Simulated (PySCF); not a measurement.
Gas-phase reaction: 3 (CH3)2Si → 3 SiH2 + 2 C3H6 (propylene)

Computed with PySCF and rigid-rotor harmonic-oscillator thermochemistry at 1 bar. † marks an energy on the PBE0/def2-TZVP geometry and frequencies; other levels use their own. MP2 freezes the core. 6-31G* has spherical d functions here. All species are closed-shell singlets. (CH3)2Si: computed as isolated molecules; such fragments, hydroxides, amides, oligomers or adducts are transient or little studied in the gas. MP2 isn't extrapolated to the basis-set limit.

```
level               ΔH°(298 K), kJ
------------------  --------------
HF/6-31G*                      316
HF/def2-TZVP†           (withheld)
MP2/def2-TZVPP†                434
PBE0/def2-QZVP†         (withheld)
r2SCAN/def2-TZVP†              444
LDA/def2-TZVP†          (withheld)
ωB97X-V/def2-TZVP†             420
```

Task: Fill in the missing entries.

Result: 
- HF/def2-TZVP†, ΔH°(298 K), kJ: 309
- PBE0/def2-QZVP†, ΔH°(298 K), kJ: 440
- LDA/def2-TZVP†, ΔH°(298 K), kJ: 499
